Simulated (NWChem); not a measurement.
The numbers come from NWChem runs, not from measurements. System: P2, charge 0, spin multiplicity 1, displaced from the optimised geometry. Level: RHF/cc-pVDZ, spin-restricted.

Output (cleaned and shortened):

```
             Northwest Computational Chemistry Package (NWChem) 7.3.0
             --------------------------------------------------------

                                NWChem Input Module
                                -------------------

 Scaling coordinates for geometry "geometry" by  1.889725989
 (inverse scale =  0.529177249)

                             Geometry "geometry" -> ""
                             -------------------------

 Output coordinates in angstroms (scale by  1.889725989 to convert to a.u.)

  No.       Tag          Charge          X              Y              Z
 ---- ---------------- ---------- -------------- -------------- --------------
    1 P                   15.0000     0.00000000     0.00000000     2.83663200
    2 P                   15.0000     0.00000000     0.00000000    -0.94554400

 Effective nuclear repulsion energy (a.u.)      31.4805236522

            Nuclear Dipole moment (a.u.)
            ----------------------------
        X                 Y               Z
 ---------------- ---------------- ----------------
     0.0000000000     0.0000000000    53.6045721044


 Summary of "ao basis" -> "" (spherical)
 ------------------------------------------------------------------------------
       Tag                 Description            Shells   Functions and Types
 ---------------- ------------------------------  ------  ---------------------
 *                          cc-pvdz                   on all atoms

 Summary of "ao basis" -> "ao basis" (spherical)
 ------------------------------------------------------------------------------
       Tag                 Description            Shells   Functions and Types
 ---------------- ------------------------------  ------  ---------------------
 P                          cc-pvdz                  8       18   4s3p1d

                                 NWChem SCF Module
                                 -----------------

  ao basis        = "ao basis"
  functions       =    36
  atoms           =     2
  closed shells   =    15
  open shells     =     0
  charge          =   0.00
  wavefunction    = RHF
  use symmetry    = F
  symmetry adapt  = F

 Summary of "ao basis" -> "ao basis" (spherical)
 ------------------------------------------------------------------------------
       Tag                 Description            Shells   Functions and Types
 ---------------- ------------------------------  ------  ---------------------
 P                          cc-pvdz                  8       18   4s3p1d

 Forming initial guess at       0.0s

      Superposition of Atomic Density Guess
      -------------------------------------

 Sum of atomic energies:        -681.29982832

      Non-variational initial energy
      ------------------------------

 Total energy =    -680.724439
 1-e energy   =   -1005.706758
 2-e energy   =     293.501795
 HOMO         =      -0.168693
 LUMO         =      -0.153189

 Starting SCF solution at       0.4s

 ----------------------------------------------
         Quadratically convergent ROHF

 Convergence threshold     :          1.000E-07
 Maximum no. of iterations :          100
 Final Fock-matrix accuracy:          1.000E-09
 ----------------------------------------------

              iter       energy          gnorm     gmax       time
             ----- ------------------- --------- --------- --------
                 1     -681.0161391218  1.48D-01  7.36D-02      0.4
                 2     -681.0199950853  4.48D-03  1.81D-03      0.4
                 3     -681.0199969321  6.23D-06  2.74D-06      0.4
                 4     -681.0199969321  4.73D-09  1.95D-09      0.4

       Final RHF  results
       ------------------

         Total SCF energy =   -681.019996932076
      One-electron energy =  -1004.155703066948
      Two-electron energy =    291.655182482632
 Nuclear repulsion energy =     31.480523652239

        Time for solution =      0.0s

             Final eigenvalues
             -----------------

              1
    1  -80.0633
    2  -80.0633
    3   -7.5886
    4   -7.5886
    5   -5.4785
    6   -5.4785
    7   -5.4785
    8   -5.4785
    9   -5.4783
   10   -5.4783
   11   -0.7408
   12   -0.7161
   13   -0.2849
   14   -0.2531
   15   -0.2531
   16   -0.1068
   17   -0.1068
   18   -0.0664
   19    0.4519
   20    0.5156
   21    0.5675
   22    0.5675
   23    0.5754
   24    0.6120
   25    0.6120

                       ROHF Final Molecular Orbital Analysis
                       -------------------------------------

 Vector   13  Occ=2.000000D+00  E=-2.849069D-01
              MO Center= -2.7D-16,  1.7D-16,  9.5D-01, r^2= 5.1D+00
   Bfn.  Coefficient  Atom+Function         Bfn.  Coefficient  Atom+Function
  ----- ------------  ---------------      ----- ------------  ---------------
    13      0.420659  1 P  pz                31     -0.420659  2 P  pz
    10      0.312072  1 P  pz                28     -0.312072  2 P  pz

 Vector   14  Occ=2.000000D+00  E=-2.531292D-01
              MO Center= -4.1D-15, -2.0D-15,  9.5D-01, r^2= 5.4D+00
   Bfn.  Coefficient  Atom+Function         Bfn.  Coefficient  Atom+Function
  ----- ------------  ---------------      ----- ------------  ---------------
    11      0.390205  1 P  px                29      0.390205  2 P  px
     8      0.287190  1 P  px                26      0.287190  2 P  px
    12      0.213319  1 P  py                30      0.213319  2 P  py
     9      0.157002  1 P  py                27      0.157002  2 P  py

 Vector   15  Occ=2.000000D+00  E=-2.531292D-01
              MO Center= -2.3D-15,  3.5D-16,  9.5D-01, r^2= 5.4D+00
   Bfn.  Coefficient  Atom+Function         Bfn.  Coefficient  Atom+Function
  ----- ------------  ---------------      ----- ------------  ---------------
    12      0.390205  1 P  py                30      0.390205  2 P  py
     9      0.287190  1 P  py                27      0.287190  2 P  py
    11     -0.213319  1 P  px                29     -0.213319  2 P  px
     8     -0.157002  1 P  px                26     -0.157002  2 P  px

 Vector   16  Occ=0.000000D+00  E=-1.067517D-01
              MO Center=  5.3D-16, -7.3D-17,  9.5D-01, r^2= 5.6D+00
   Bfn.  Coefficient  Atom+Function         Bfn.  Coefficient  Atom+Function
  ----- ------------  ---------------      ----- ------------  ---------------
    11      0.448574  1 P  px                29     -0.448574  2 P  px
     8      0.336156  1 P  px                26     -0.336156  2 P  px

 Vector   17  Occ=0.000000D+00  E=-1.067517D-01
              MO Center=  2.3D-16,  3.0D-16,  9.5D-01, r^2= 5.6D+00
   Bfn.  Coefficient  Atom+Function         Bfn.  Coefficient  Atom+Function
  ----- ------------  ---------------      ----- ------------  ---------------
    12      0.448574  1 P  py                30     -0.448574  2 P  py
     9      0.336156  1 P  py                27     -0.336156  2 P  py

 Vector   18  Occ=0.000000D+00  E=-6.637371D-02
              MO Center=  6.4D-16,  1.6D-16,  9.5D-01, r^2= 5.7D+00
   Bfn.  Coefficient  Atom+Function         Bfn.  Coefficient  Atom+Function
  ----- ------------  ---------------      ----- ------------  ---------------
    13      0.485274  1 P  pz                31      0.485274  2 P  pz
    10      0.348850  1 P  pz                28      0.348850  2 P  pz

 center of mass
 --------------
 x =   0.00000000 y =   0.00000000 z =   1.78681907

 moments of inertia (a.u.)
 ------------------
         791.124936296390           0.000000000000           0.000000000000
           0.000000000000         791.124936296390           0.000000000000
           0.000000000000           0.000000000000           0.000000000000

  Mulliken analysis of the total density
  --------------------------------------

    Atom       Charge   Shell Charges
 -----------   ------   -------------------------------------------------------
    1 P   15    15.00   2.00  2.01  1.04  0.95  6.00  1.18  1.82  0.00
    2 P   15    15.00   2.00  2.01  1.04  0.95  6.00  1.18  1.82  0.00

       Multipole analysis of the density wrt the origin
       ------------------------------------------------

     L   x y z        total         open         nuclear
     -   - - -        -----         ----         -------
     0   0 0 0     -0.000000      0.000000     30.000000

     1   1 0 0      0.000000      0.000000      0.000000
     1   0 1 0      0.000000      0.000000      0.000000
     1   0 0 1      0.000000      0.000000     53.604572

     2   2 0 0    -21.161071      0.000000      0.000000
     2   1 1 0     -0.000000      0.000000      0.000000
     2   1 0 1      0.000000      0.000000      0.000000
     2   0 2 0    -21.161071      0.000000      0.000000
     2   0 1 1      0.000000      0.000000      0.000000
     2   0 0 2    -17.917462      0.000000    478.908358

 Task  times  cpu:        0.4s     wall:        0.4s

 Total times  cpu:        0.4s     wall:        0.4s
```

### Question
Write an NWChem input that would produce this output.

### Answer
Several could match; the one computed here: 
```
start mol
memory heap 200 mb stack 900 mb global 1100 mb
geometry units angstroms nocenter noautoz noautosym
  P      0.000000     0.000000     2.836632
  P      0.000000     0.000000    -0.945544
end
basis spherical
  * library cc-pvdz
end
scf
  rhf
  nopen 0
  maxiter 100
  thresh 1e-7
  semidirect memsize 60000000 filesize 0
end
task scf energy
```
